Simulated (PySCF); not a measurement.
Compound: formyl fluoride, CHFO.
Atom-mapped SMILES: `[O:1]=[CH:2][F:3]` (hydrogens: H4 on C2)

Geometry (PBE0-D3(BJ)/def2-SVP, Å), atoms numbered from 1 in this order:
```xyz
4
CHFO angstrom
O     -0.8605   -0.8905    0.0440
C     -0.0611   -0.0263    0.0319
F      1.2489   -0.2467    0.0106
H     -0.2535    1.0651    0.0368
```

Method used: PySCF 2.14.0, density-fitted response routines, TDDFT B3LYP/def2-SVPD, vertical, gas phase, core orbitals frozen in the response.

Frontier orbitals with the atoms that hold most of them (Löwdin shares over 4%, at most four atoms; ? is withheld):

| orbital | ε (eV) | atoms |
| --- | --- | --- |
| LUMO+2 | 1.36 | H4 28%, F3 25%, O1 24%, C2 23% |
| LUMO+1 | 0.55 | C2 51%, H4 26%, F3 12%, O1 11% |
| LUMO | -1.42 | ? |
| HOMO | -9.39 | O1 70%, C2 14%, F3 10%, H4 6% |
| HOMO-1 | -11.20 | ? |
| HOMO-2 | -11.92 | F3 62%, O1 18%, C2 12%, H4 7% |
| HOMO-3 | -14.06 | O1 63%, F3 21%, C2 16% |

Problem. Give the leading atoms of the HOMO-1.

Solution. O1 (bonded to C) 52%; F3 (bonded to C) 29%; C2 (bonded to F, O and H) 18%.

Problem. Give the leading atoms of the LUMO.

Solution. C2 (bonded to F, O and H) 45%; O1 (bonded to C) 34%; F3 (bonded to C) 13%; H4 (bonded to C) 8%.

Problem. The HOMO–LUMO gap is 7.97 eV. Where does the response calculation put the lowest singlet, and from which orbitals?

Solution. S1 is at 5.94 eV (f = 0.0018), 2.03 eV below the gap, made of HOMO→LUMO (100%). Without the coupling terms of the response equations the lowest excitation would equal the gap.

Problem. One configuration dominates each of S1, S2, S3 and S6. Which, and how do the shares of the two leading atoms of either orbital change from the occupied to the empty one?

Solution. 
- S1 (5.94 eV, f 0.0018), HOMO→LUMO (100%): O1 70% → 34%, C2 14% → 45%; low, almost dark, from the terminal oxygen into the C=O bond, the pattern of n→π*
- S2 (8.69 eV, f 0.0001), HOMO-2→LUMO (100%): F3 62% → 13%, O1 18% → 34%, C2 12% → 45%
- S3 (8.87 eV, f 0.0076), HOMO→LUMO+1 (86%): O1 70% → 11%, C2 14% → 51%, H4 6% → 26%
- S6 (10.64 eV, f 0.0066), HOMO-1→LUMO+1 (99%): O1 52% → 11%, F3 29% → 12%, C2 18% → 51%, H4 at most 1% → 26%

Hardware: one thread, Intel Xeon 6975P-C (x86_64), no GPU, shared host. Cost: 4.2 s, 0.33 GiB resident at most.
